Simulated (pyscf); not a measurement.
PySCF, gas phase, ωB97X-D3(BJ)/def2-SVP geometries.

**Question.** PBE/def2-TZVP puts the barrier of O=Ru(=O)=O (SMILES [O]=[Ru](=[O])=[O]) [singlet] + HF (SMILES F) -> O=RuH(=O)(=O)–F (SMILES [O]=[RuH](=[O])(=[O])[F]) (insertion; singlet surface; F–H broken, F–Ru, H–Ru formed) at 30.1 kcal/mol and the reaction energy at +24.3 kcal/mol, from the separated reactants. What do r²SCAN/def2-TZVP, M06-2X/def2-TZVP, ωB97M-D3(BJ)/def2-TZVP give on the same structures?

**Answer.** r²SCAN: ΔE‡ = 32.1 kcal/mol, ΔE = +24.6 kcal/mol; M06-2X: ΔE‡ = 60.7 kcal/mol, ΔE = +56.0 kcal/mol; ωB97M-D3(BJ): ΔE‡ = 56.9 kcal/mol, ΔE = +51.6 kcal/mol. PBE's barrier lies under all of them, by 2.0 to 30.7 kcal/mol. Its reaction energy lies under all of them, by 0.3 to 31.6 kcal/mol. O=RuH(=O)(=O)–F lies 79.8 kcal/mol over its isomer O=Ru(=O)(OH)–F [singlet] (electronic energy, ωB97M-D3(BJ)/def2-TZVP). This is the saddle that the search found; another between the same sides may lie lower. Elements past Kr carry the def2 core potentials, without spin-orbit coupling.
